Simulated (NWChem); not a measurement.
Program: NWChem. System: NO (+1), charge 1, spin multiplicity 1, at a geometry optimised with PBE0/def2-SVP. The structure started from a generated list of species. Level: TD-PBE/def2-SVPD.

Input file:

```
start mol
memory heap 200 mb stack 900 mb global 1100 mb
charge 1
geometry units angstroms nocenter noautoz
  N      0.000000     0.000000     0.565282
  O      0.000000     0.000000    -0.494622
  symmetry group C2v
end
basis spherical
  * library def2-svpd
end
dft
  xc xpbe96 cpbe96
  semidirect memsize 60000000 filesize 0
  iterations 100
end
tddft
  rpa
  nroots 6
  notriplet
  thresh 1e-4
end
task tddft energy
```

NWChem printed:

```
             Northwest Computational Chemistry Package (NWChem) 7.3.0
             --------------------------------------------------------

                                NWChem Input Module
                                -------------------

 Scaling coordinates for geometry "geometry" by  1.889725989
 (inverse scale =  0.529177249)

 Turning off AUTOSYM since
 SYMMETRY directive was detected!

                             Geometry "geometry" -> ""
                             -------------------------

 Output coordinates in angstroms (scale by  1.889725989 to convert to a.u.)

  No.       Tag          Charge          X              Y              Z
 ---- ---------------- ---------- -------------- -------------- --------------
    1 N                    7.0000     0.00000000     0.00000000     0.56528200
    2 O                    8.0000     0.00000000     0.00000000    -0.49462200

 Effective nuclear repulsion energy (a.u.)      27.9590660512

            Nuclear Dipole moment (a.u.)
            ----------------------------
        X                 Y               Z
 ---------------- ---------------- ----------------
     0.0000000000     0.0000000000    -0.0000037795

      Symmetry information
      --------------------

 Group name             C2v
 Group number             16
 Group order               4
 No. of unique centers     2

      Symmetry unique atoms

     1    2


 Summary of "ao basis" -> "" (spherical)
 ------------------------------------------------------------------------------
       Tag                 Description            Shells   Functions and Types
 ---------------- ------------------------------  ------  ---------------------
 *                         def2-svpd                  on all atoms

  pbe96 is a nonlocal functional; adding pw91lda local functional.

                                 NWChem DFT Module
                                 -----------------

 Summary of "ao basis" -> "ao basis" (spherical)
 ------------------------------------------------------------------------------
       Tag                 Description            Shells   Functions and Types
[...]
     Occ.    5  b2  ---  Virt.    9  b1  -0.70711 X
     Occ.    6  b1  ---  Virt.    8  b2   0.70711 X
  ----------------------------------------------------------------------------
  Root   4 singlet a1             0.422241061 a.u.               11.4898 eV
  ----------------------------------------------------------------------------
     Transition Moments    X -0.00000   Y -0.00000   Z  0.00000
     Transition Moments   XX -0.08526  XY  0.00000  XZ  0.00000
     Transition Moments   YY  0.08526  YZ  0.00000  ZZ  0.00000
     Dipole Oscillator Strength                    0.0000000000
     Electric Quadrupole                           0.0000000029
     Magnetic Dipole                               0.0000000000
     Total Oscillator Strength                     0.0000000029

          sigma_e =   0.9616 Angstrom
          sigma_h =   0.8267 Angstrom
         |d_h->e| =   0.2785 Angstrom
            d_exc =   1.3013 Angstrom
            d_CD1 =   0.4135 Angstrom
            d_CD2 =  -0.6156 Angstrom
            d_CD3 =   1.5798 Angstrom
     Pearson C.C. =  -0.0048

     Occ.    5  b2  ---  Virt.    8  b2   0.70722 X
     Occ.    6  b1  ---  Virt.    9  b1  -0.70722 X
  ----------------------------------------------------------------------------
  Root   5 singlet a2             0.422241062 a.u.               11.4898 eV
  ----------------------------------------------------------------------------
     Transition Moments    X -0.00000   Y  0.00000   Z -0.00000
     Transition Moments   XX -0.00000  XY -0.08526  XZ -0.00000
     Transition Moments   YY  0.00000  YZ  0.00000  ZZ -0.00000
     Dipole Oscillator Strength                    0.0000000000
     Electric Quadrupole                           0.0000000029
     Magnetic Dipole                               0.0000000000
     Total Oscillator Strength                     0.0000000029

          sigma_e =   0.9616 Angstrom
          sigma_h =   0.8267 Angstrom
         |d_h->e| =   0.2785 Angstrom
            d_exc =   1.3013 Angstrom
            d_CD1 =   0.4135 Angstrom
            d_CD2 =  -0.6156 Angstrom
            d_CD3 =   1.5798 Angstrom
     Pearson C.C. =  -0.0048

     Occ.    5  b2  ---  Virt.    9  b1  -0.70722 X
     Occ.    6  b1  ---  Virt.    8  b2  -0.70722 X
  ----------------------------------------------------------------------------
  Root   6 singlet b2             0.549727452 a.u.               14.9589 eV
  ----------------------------------------------------------------------------
     Transition Moments    X -0.03138   Y  0.56355   Z  0.00001
     Transition Moments   XX  0.00000  XY -0.00000  XZ -0.00469
     Transition Moments   YY  0.00000  YZ  0.08416  ZZ  0.00000
     Dipole Oscillator Strength                    0.1167537509
     Electric Quadrupole                           0.0000000063
     Magnetic Dipole                               0.0000003276
     Total Oscillator Strength                     0.1167540848

          sigma_e =   0.9855 Angstrom
          sigma_h =   0.9586 Angstrom
         |d_h->e| =   0.4653 Angstrom
            d_exc =   1.4824 Angstrom
            d_CD1 =   0.4921 Angstrom
            d_CD2 =  -0.5067 Angstrom
            d_CD3 =   1.9477 Angstrom
     Pearson C.C. =  -0.0481

     Occ.    4  a1  ---  Virt.    8  b2   0.98687 X
     Occ.    4  a1  ---  Virt.    8  b2  -0.07259 Y
     Occ.    4  a1  ---  Virt.    9  b1  -0.05496 X
     Occ.    5  b2  ---  Virt.   15  a1  -0.06434 X
     Occ.    6  b1  ---  Virt.   16  a2   0.06434 X
     Occ.    7  a1  ---  Virt.    8  b2  -0.12926 X

              Target root =      1
          Target symmetry = none
      Ground state energy =   -129.313391608953
        Excitation energy =      0.358862647598
     Excited state energy =   -128.954528961356

  stored tddft:energy   -128.95452896135561

 Task  times  cpu:        5.8s     wall:        5.8s

 Total times  cpu:        5.9s     wall:        5.9s
```
